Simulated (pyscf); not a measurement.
H₃Ge–O–GeH₃ → :HGe–O–GeH₃ [singlet] + hydrogen (H₂) (multi-bond step; singlet surface; Ge–H, Ge–H, Ge–H broken, Ge–H, H–H formed). Optimised with ωB97X-D3(BJ)/def2-SVP in PySCF. Energies in kcal/mol from the reactant's lowest minimum found.

```tsv
level	barrier	reaction energy
ωB97X-D3(BJ)/def2-TZVP	?	?
PBE/def2-TZVP	63.1	+24.5
r²SCAN/def2-TZVP	71.5	+29.8
B3LYP-D3(BJ)/def2-TZVP	?	+24.1
M06-2X/def2-TZVP	76.0	+27.8
HF/def2-TZVP	92.8	+31.6
```

### Question
Fill in the missing entries.

### Answer

- ωB97X-D3(BJ)/def2-TZVP, barrier: 78.0
- ωB97X-D3(BJ)/def2-TZVP, reaction energy: +30.3
- B3LYP-D3(BJ)/def2-TZVP, barrier: 68.8

The functionals in the table span 14.9 kcal/mol in this barrier, from PBE to ωB97X-D3(BJ)/def2-TZVP. The same reactants have a lower exit, to GeH₄ + O=GeH₂ (barrier +61.8 kcal/mol at ωB97M-D3(BJ)/def2-TZVP, against +74.2 kcal/mol here). One saddle was located; it need not be the lowest between these sides. Elements up to Kr have no core potential and no relativistic terms here.
